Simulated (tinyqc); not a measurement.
ROHF in the sto-3g basis, for H2O, spin multiplicity 3, step by step (part 2 of 2). Computed by tinyqc, a small Python program that keeps every step (integrals from PySCF). Command: `OMP_NUM_THREADS=1 python tinyqc.py 31030 31031 out.jsonl` (the two numbers bound the seeds that draw the settings). One thread of a shared host (Intel(R) Xeon(R) Processor @ 2.60GHz), about 0.08 s of CPU time with the checks.

Geometry (angstrom):
```
atom       x        y       z
O     0.0000   0.0000  0.0000
H     0.0000   0.8700  0.6280
H     0.0000  -0.8700  0.6280
```

## Iteration 2: Roothaan effective Fock matrix

F(alpha) (hartree), order 1O 1s, 1O 2s, 1O 2px, 1O 2py, 1O 2pz, 2H 1s, 3H 1s:
$$\begin{pmatrix}
-20.3751 & -5.2066 & 0.0000 & 0.0000 & -0.0084 & -0.9171 & -0.9171 \\
-5.2066 & -2.6149 & 0.0000 & 0.0000 & -0.1045 & -0.8540 & -0.8540 \\
0.0000 & 0.0000 & -0.6018 & 0.0000 & 0.0000 & 0.0000 & 0.0000 \\
0.0000 & 0.0000 & 0.0000 & -0.4234 & 0.0000 & -0.3881 & 0.3881 \\
-0.0084 & -0.1045 & 0.0000 & 0.0000 & -0.5730 & -0.2577 & -0.2577 \\
-0.9171 & -0.8540 & 0.0000 & -0.3881 & -0.2577 & -0.5270 & -0.3149 \\
-0.9171 & -0.8540 & 0.0000 & 0.3881 & -0.2577 & -0.3149 & -0.5270
\end{pmatrix}$$

F(beta) (hartree), order 1O 1s, 1O 2s, 1O 2px, 1O 2py, 1O 2pz, 2H 1s, 3H 1s:
$$\begin{pmatrix}
-20.3277 & -5.1586 & 0.0000 & 0.0000 & -0.0081 & -0.9070 & -0.9070 \\
-5.1586 & -2.3635 & 0.0000 & 0.0000 & -0.0200 & -0.8027 & -0.8027 \\
0.0000 & 0.0000 & 0.3076 & 0.0000 & 0.0000 & 0.0000 & 0.0000 \\
0.0000 & 0.0000 & 0.0000 & -0.3532 & 0.0000 & -0.3608 & 0.3608 \\
-0.0081 & -0.0200 & 0.0000 & 0.0000 & -0.3554 & -0.2855 & -0.2855 \\
-0.9070 & -0.8027 & 0.0000 & -0.3608 & -0.2855 & -0.3026 & -0.2387 \\
-0.9070 & -0.8027 & 0.0000 & 0.3608 & -0.2855 & -0.2387 & -0.3026
\end{pmatrix}$$

D(alpha) after iteration 1, order 1O 1s, 1O 2s, 1O 2px, 1O 2py, 1O 2pz, 2H 1s, 3H 1s:
$$\begin{pmatrix}
1.0680 & -0.3131 & 0.0000 & 0.0000 & -0.0308 & 0.0750 & 0.0750 \\
-0.3131 & 1.5105 & 0.0000 & 0.0000 & 0.2229 & -0.5427 & -0.5427 \\
0.0000 & 0.0000 & 1.0000 & 0.0000 & 0.0000 & 0.0000 & 0.0000 \\
0.0000 & 0.0000 & 0.0000 & 0.4906 & 0.0000 & 0.2556 & -0.2556 \\
-0.0308 & 0.2229 & 0.0000 & 0.0000 & 1.1102 & -0.2682 & -0.2682 \\
0.0750 & -0.5427 & 0.0000 & 0.2556 & -0.2682 & 0.7859 & 0.5195 \\
0.0750 & -0.5427 & 0.0000 & -0.2556 & -0.2682 & 0.5195 & 0.7859
\end{pmatrix}$$

D(beta) after iteration 1, order 1O 1s, 1O 2s, 1O 2px, 1O 2py, 1O 2pz, 2H 1s, 3H 1s:
$$\begin{pmatrix}
1.0552 & -0.2331 & 0.0000 & 0.0000 & 0.0417 & -0.0108 & -0.0108 \\
-0.2331 & 1.0082 & 0.0000 & 0.0000 & -0.2321 & -0.0037 & -0.0037 \\
0.0000 & 0.0000 & 0.0000 & 0.0000 & 0.0000 & 0.0000 & 0.0000 \\
0.0000 & 0.0000 & 0.0000 & 0.4906 & 0.0000 & 0.2556 & -0.2556 \\
0.0417 & -0.2321 & 0.0000 & 0.0000 & 0.6980 & 0.2200 & 0.2200 \\
-0.0108 & -0.0037 & 0.0000 & 0.2556 & 0.2200 & 0.2078 & -0.0586 \\
-0.0108 & -0.0037 & 0.0000 & -0.2556 & 0.2200 & -0.0586 & 0.2078
\end{pmatrix}$$

overlap S, order 1O 1s, 1O 2s, 1O 2px, 1O 2py, 1O 2pz, 2H 1s, 3H 1s:
$$\begin{pmatrix}
1.0000 & 0.2367 & 0.0000 & 0.0000 & 0.0000 & 0.0410 & 0.0410 \\
0.2367 & 1.0000 & 0.0000 & 0.0000 & 0.0000 & 0.4021 & 0.4021 \\
0.0000 & 0.0000 & 1.0000 & 0.0000 & 0.0000 & 0.0000 & 0.0000 \\
0.0000 & 0.0000 & 0.0000 & 1.0000 & 0.0000 & 0.2846 & -0.2846 \\
0.0000 & 0.0000 & 0.0000 & 0.0000 & 1.0000 & 0.2054 & 0.2054 \\
0.0410 & 0.4021 & 0.0000 & 0.2846 & 0.2054 & 1.0000 & 0.1800 \\
0.0410 & 0.4021 & 0.0000 & -0.2846 & 0.2054 & 0.1800 & 1.0000
\end{pmatrix}$$

With projectors Pc = D(beta) S, Po = (D(alpha) - D(beta)) S, Pv = 1 - D(alpha) S, the block xy is Px^T F Py; with Fc = (F(alpha) + F(beta))/2, the blocks are Fc for cc, oo, vv and cv, F(beta) for co and F(alpha) for ov.

effective F (hartree), order 1O 1s, 1O 2s, 1O 2px, 1O 2py, 1O 2pz, 2H 1s, 3H 1s:
$$\begin{pmatrix}
-20.3515 & -5.1823 & 0.0000 & 0.0000 & -0.0055 & -0.9166 & -0.9166 \\
-5.1823 & -2.4815 & 0.0000 & 0.0000 & -0.0427 & -0.8521 & -0.8521 \\
0.0000 & 0.0000 & -0.1471 & 0.0000 & 0.0000 & 0.0000 & 0.0000 \\
0.0000 & 0.0000 & 0.0000 & -0.3883 & 0.0000 & -0.3744 & 0.3744 \\
-0.0055 & -0.0427 & 0.0000 & 0.0000 & -0.4476 & -0.2722 & -0.2722 \\
-0.9166 & -0.8521 & 0.0000 & -0.3744 & -0.2722 & -0.4489 & -0.3109 \\
-0.9166 & -0.8521 & 0.0000 & 0.3744 & -0.2722 & -0.3109 & -0.4489
\end{pmatrix}$$

## Iteration 2: DIIS over 2 matrices

error matrix X^T (FDS - SDF) X:
$$\begin{pmatrix}
0.0000 & -0.0053 & 0.0000 & 0.0000 & -0.0037 & 0.0037 & 0.0037 \\
0.0053 & 0.0000 & 0.0000 & 0.0000 & -0.0308 & 0.0471 & 0.0471 \\
0.0000 & 0.0000 & 0.0000 & 0.0000 & 0.0000 & 0.0000 & 0.0000 \\
0.0000 & 0.0000 & 0.0000 & 0.0000 & 0.0000 & 0.0297 & -0.0297 \\
0.0037 & 0.0308 & 0.0000 & 0.0000 & 0.0000 & 0.0117 & 0.0117 \\
-0.0037 & -0.0471 & 0.0000 & -0.0297 & -0.0117 & 0.0000 & 0.0000 \\
-0.0037 & -0.0471 & 0.0000 & 0.0297 & -0.0117 & 0.0000 & 0.0000
\end{pmatrix}$$

B (overlaps of the stored error matrices):
$$\begin{pmatrix}
5.7903997e+00 & -1.1048619e-01 \\
-1.1048619e-01 & 1.4974039e-02
\end{pmatrix}$$

Minimise |sum c_i e_i|^2 with sum c_i = 1: solve [B -1; -1 0][c; lambda] = [0; -1] with B_ij = tr e_i^T e_j, and take F = sum c_i F_i.

DIIS coefficients: [0.0208, 0.9792]

extrapolated F (hartree), order 1O 1s, 1O 2s, 1O 2px, 1O 2py, 1O 2pz, 2H 1s, 3H 1s:
$$\begin{pmatrix}
-20.3348 & -5.1793 & 0.0000 & 0.0000 & -0.0053 & -0.9161 & -0.9161 \\
-5.1793 & -2.4759 & 0.0000 & 0.0000 & -0.0426 & -0.8487 & -0.8487 \\
0.0000 & 0.0000 & -0.1490 & 0.0000 & 0.0000 & 0.0000 & 0.0000 \\
0.0000 & 0.0000 & 0.0000 & -0.3868 & 0.0000 & -0.3729 & 0.3729 \\
-0.0053 & -0.0426 & 0.0000 & 0.0000 & -0.4440 & -0.2711 & -0.2711 \\
-0.9161 & -0.8487 & 0.0000 & -0.3729 & -0.2711 & -0.4452 & -0.3082 \\
-0.9161 & -0.8487 & 0.0000 & 0.3729 & -0.2711 & -0.3082 & -0.4452
\end{pmatrix}$$

## Iteration 2: diagonalisation and new density

X, order 1O 1s, 1O 2s, 1O 2px, 1O 2py, 1O 2pz, 2H 1s, 3H 1s:
$$\begin{pmatrix}
1.0238 & -0.1381 & 0.0000 & 0.0000 & -0.0076 & 0.0197 & 0.0197 \\
-0.1381 & 1.1724 & 0.0000 & 0.0000 & 0.0752 & -0.2358 & -0.2358 \\
0.0000 & 0.0000 & 1.0000 & 0.0000 & 0.0000 & 0.0000 & 0.0000 \\
0.0000 & 0.0000 & 0.0000 & 1.0838 & 0.0000 & -0.1891 & 0.1891 \\
-0.0076 & 0.0752 & 0.0000 & 0.0000 & 1.0375 & -0.1182 & -0.1182 \\
0.0197 & -0.2358 & 0.0000 & -0.1891 & -0.1182 & 1.1415 & -0.0619 \\
0.0197 & -0.2358 & 0.0000 & 0.1891 & -0.1182 & -0.0619 & 1.1415
\end{pmatrix}$$

Diagonalise F' = X^T F X, C = X C', fill 6 alpha and 4 beta electrons from the bottom; D(s) = C_occ C_occ^T. Each column has its largest component positive (the first on a tie).

F' = X^T F X (hartree):
$$\begin{pmatrix}
-19.9607 & -2.6818 & 0.0000 & 0.0000 & -0.0315 & -0.1190 & -0.1190 \\
-2.6818 & -1.3695 & 0.0000 & 0.0000 & 0.1022 & -0.4069 & -0.4069 \\
0.0000 & 0.0000 & -0.1490 & 0.0000 & 0.0000 & 0.0000 & 0.0000 \\
0.0000 & 0.0000 & 0.0000 & -0.1585 & 0.0000 & -0.4027 & 0.4027 \\
-0.0315 & 0.1022 & 0.0000 & 0.0000 & -0.3549 & -0.2243 & -0.2243 \\
-0.1190 & -0.4069 & 0.0000 & -0.4027 & -0.2243 & -0.0260 & -0.1394 \\
-0.1190 & -0.4069 & 0.0000 & 0.4027 & -0.2243 & -0.1394 & -0.0260
\end{pmatrix}$$

orbital energies (hartree): MO1 -20.3428, MO2 -1.2643, MO3 -0.6080, MO4 -0.5248, MO5 -0.1490, MO6 0.2814, MO7 0.5629

coefficients C, order 1O 1s, 1O 2s, 1O 2px, 1O 2py, 1O 2pz, 2H 1s, 3H 1s:
$$\begin{pmatrix}
0.9945 & -0.2423 & 0.0000 & 0.0701 & 0.0000 & 0.1237 & 0.0000 \\
0.0238 & 0.9000 & 0.0000 & -0.3651 & 0.0000 & -0.7528 & 0.0000 \\
0.0000 & 0.0000 & 0.0000 & 0.0000 & 1.0000 & 0.0000 & 0.0000 \\
0.0000 & 0.0000 & 0.6850 & 0.0000 & 0.0000 & 0.0000 & 0.8814 \\
0.0020 & 0.0488 & 0.0000 & 0.8339 & 0.0000 & -0.6422 & 0.0000 \\
-0.0043 & 0.1319 & 0.3788 & 0.2528 & 0.0000 & 0.7559 & -0.7851 \\
-0.0043 & 0.1319 & -0.3788 & 0.2528 & 0.0000 & 0.7559 & 0.7851
\end{pmatrix}$$

D(alpha) after iteration 2, order 1O 1s, 1O 2s, 1O 2px, 1O 2py, 1O 2pz, 2H 1s, 3H 1s:
$$\begin{pmatrix}
1.0680 & -0.3131 & 0.0000 & 0.0000 & -0.0308 & 0.0750 & 0.0750 \\
-0.3131 & 1.5105 & 0.0000 & 0.0000 & 0.2229 & -0.5427 & -0.5427 \\
0.0000 & 0.0000 & 1.0000 & 0.0000 & 0.0000 & 0.0000 & 0.0000 \\
0.0000 & 0.0000 & 0.0000 & 0.4693 & 0.0000 & 0.2595 & -0.2595 \\
-0.0308 & 0.2229 & 0.0000 & 0.0000 & 1.1102 & -0.2682 & -0.2682 \\
0.0750 & -0.5427 & 0.0000 & 0.2595 & -0.2682 & 0.7962 & 0.5092 \\
0.0750 & -0.5427 & 0.0000 & -0.2595 & -0.2682 & 0.5092 & 0.7962
\end{pmatrix}$$

D(beta) after iteration 2, order 1O 1s, 1O 2s, 1O 2px, 1O 2py, 1O 2pz, 2H 1s, 3H 1s:
$$\begin{pmatrix}
1.0527 & -0.2200 & 0.0000 & 0.0000 & 0.0486 & -0.0185 & -0.0185 \\
-0.2200 & 0.9438 & 0.0000 & 0.0000 & -0.2605 & 0.0264 & 0.0264 \\
0.0000 & 0.0000 & 0.0000 & 0.0000 & 0.0000 & 0.0000 & 0.0000 \\
0.0000 & 0.0000 & 0.0000 & 0.4693 & 0.0000 & 0.2595 & -0.2595 \\
0.0486 & -0.2605 & 0.0000 & 0.0000 & 0.6978 & 0.2172 & 0.2172 \\
-0.0185 & 0.0264 & 0.0000 & 0.2595 & 0.2172 & 0.2248 & -0.0622 \\
-0.0185 & 0.0264 & 0.0000 & -0.2595 & 0.2172 & -0.0622 & 0.2248
\end{pmatrix}$$

## Iteration 7 (converged): orbitals

converged F (hartree), order 1O 1s, 1O 2s, 1O 2px, 1O 2py, 1O 2pz, 2H 1s, 3H 1s:
$$\begin{pmatrix}
-20.4003 & -5.1924 & 0.0000 & 0.0000 & -0.0063 & -0.9187 & -0.9187 \\
-5.1924 & -2.4893 & 0.0000 & 0.0000 & -0.0336 & -0.8601 & -0.8601 \\
0.0000 & 0.0000 & -0.1702 & 0.0000 & 0.0000 & 0.0000 & 0.0000 \\
0.0000 & 0.0000 & 0.0000 & -0.4008 & 0.0000 & -0.3789 & 0.3789 \\
-0.0063 & -0.0336 & 0.0000 & 0.0000 & -0.4689 & -0.2716 & -0.2716 \\
-0.9187 & -0.8601 & 0.0000 & -0.3789 & -0.2716 & -0.4645 & -0.3186 \\
-0.9187 & -0.8601 & 0.0000 & 0.3789 & -0.2716 & -0.3186 & -0.4645
\end{pmatrix}$$

As before.

F' = X^T F X (hartree):
$$\begin{pmatrix}
-20.0259 & -2.6863 & 0.0000 & 0.0000 & -0.0337 & -0.1190 & -0.1190 \\
-2.6863 & -1.3744 & 0.0000 & 0.0000 & 0.1125 & -0.4127 & -0.4127 \\
0.0000 & 0.0000 & -0.1702 & 0.0000 & 0.0000 & 0.0000 & 0.0000 \\
0.0000 & 0.0000 & 0.0000 & -0.1706 & 0.0000 & -0.4060 & 0.4060 \\
-0.0337 & 0.1125 & 0.0000 & 0.0000 & -0.3806 & -0.2218 & -0.2218 \\
-0.1190 & -0.4127 & 0.0000 & -0.4060 & -0.2218 & -0.0423 & -0.1472 \\
-0.1190 & -0.4127 & 0.0000 & 0.4060 & -0.2218 & -0.1472 & -0.0423
\end{pmatrix}$$

orbital energies (hartree): MO1 -20.4082, MO2 -1.2788, MO3 -0.6233, MO4 -0.5495, MO5 -0.1702, MO6 0.2660, MO7 0.5576

coefficients C, order 1O 1s, 1O 2s, 1O 2px, 1O 2py, 1O 2pz, 2H 1s, 3H 1s:
$$\begin{pmatrix}
0.9946 & -0.2411 & 0.0000 & 0.0681 & 0.0000 & -0.1265 & 0.0000 \\
0.0235 & 0.8939 & 0.0000 & -0.3561 & 0.0000 & 0.7643 & 0.0000 \\
0.0000 & 0.0000 & 0.0000 & 0.0000 & 1.0000 & 0.0000 & 0.0000 \\
0.0000 & 0.0000 & 0.6855 & 0.0000 & 0.0000 & 0.0000 & 0.8810 \\
0.0020 & 0.0382 & 0.0000 & 0.8381 & 0.0000 & 0.6375 & 0.0000 \\
-0.0042 & 0.1386 & 0.3784 & 0.2488 & 0.0000 & -0.7561 & -0.7853 \\
-0.0042 & 0.1386 & -0.3784 & 0.2488 & 0.0000 & -0.7561 & 0.7853
\end{pmatrix}$$

D(alpha) after iteration 7, order 1O 1s, 1O 2s, 1O 2px, 1O 2py, 1O 2pz, 2H 1s, 3H 1s:
$$\begin{pmatrix}
1.0680 & -0.3131 & 0.0000 & 0.0000 & -0.0308 & 0.0750 & 0.0750 \\
-0.3131 & 1.5105 & 0.0000 & 0.0000 & 0.2229 & -0.5427 & -0.5427 \\
0.0000 & 0.0000 & 1.0000 & 0.0000 & 0.0000 & 0.0000 & 0.0000 \\
0.0000 & 0.0000 & 0.0000 & 0.4699 & 0.0000 & 0.2594 & -0.2594 \\
-0.0308 & 0.2229 & 0.0000 & 0.0000 & 1.1102 & -0.2682 & -0.2682 \\
0.0750 & -0.5427 & 0.0000 & 0.2594 & -0.2682 & 0.7959 & 0.5096 \\
0.0750 & -0.5427 & 0.0000 & -0.2594 & -0.2682 & 0.5096 & 0.7959
\end{pmatrix}$$

D(beta) after iteration 7, order 1O 1s, 1O 2s, 1O 2px, 1O 2py, 1O 2pz, 2H 1s, 3H 1s:
$$\begin{pmatrix}
1.0520 & -0.2164 & 0.0000 & 0.0000 & 0.0499 & -0.0207 & -0.0207 \\
-0.2164 & 0.9264 & 0.0000 & 0.0000 & -0.2642 & 0.0352 & 0.0352 \\
0.0000 & 0.0000 & 0.0000 & 0.0000 & 0.0000 & 0.0000 & 0.0000 \\
0.0000 & 0.0000 & 0.0000 & 0.4699 & 0.0000 & 0.2594 & -0.2594 \\
0.0499 & -0.2642 & 0.0000 & 0.0000 & 0.7038 & 0.2138 & 0.2138 \\
-0.0207 & 0.0352 & 0.0000 & 0.2594 & 0.2138 & 0.2243 & -0.0621 \\
-0.0207 & 0.0352 & 0.0000 & -0.2594 & 0.2138 & -0.0621 & 0.2243
\end{pmatrix}$$

## Convergence

Stop when the energy changes by less than 1e-10 hartree and every element of the error matrix X^T (F D S - S D F) X is below 3e-06.

Course of the cycle:
```
iteration  E (hartree)     change  largest element of the error matrix
1           -75.579924          -                             1.05e+00
2           -74.673630   9.06e-01                             4.71e-02
3           -74.678430  -4.80e-03                             8.31e-03
4           -74.678587  -1.57e-04                             8.62e-04
5           -74.678589  -1.80e-06                             4.91e-06
6           -74.678589  -1.17e-10                             1.35e-06
7           -74.678589  -6.51e-12                             4.41e-07
```

PySCF ROHF in the same basis = -74.678589 hartree

Converged in 7 iterations.

## Populations, bond orders and dipole

Mulliken: Z minus the diagonal of D S on the atom; Loewdin: the same with S^(1/2) D S^(1/2); Mayer order: 2 sum_s sum (D(s) S)_ij (D(s) S)_ji over the two atoms.

Charges (e):
```
atom  Mulliken  Loewdin  Mulliken spin
1O      0.0707   0.1301         1.3058
2H     -0.0353  -0.0650         0.3471
3H     -0.0353  -0.0650         0.3471
```

Mayer bond orders:
```
pair   order
2-1   0.6847
3-1   0.6847
3-2   0.1936
```

dipole moment about the origin, x y z (debye): [0.0000, 0.0000, -0.0168]
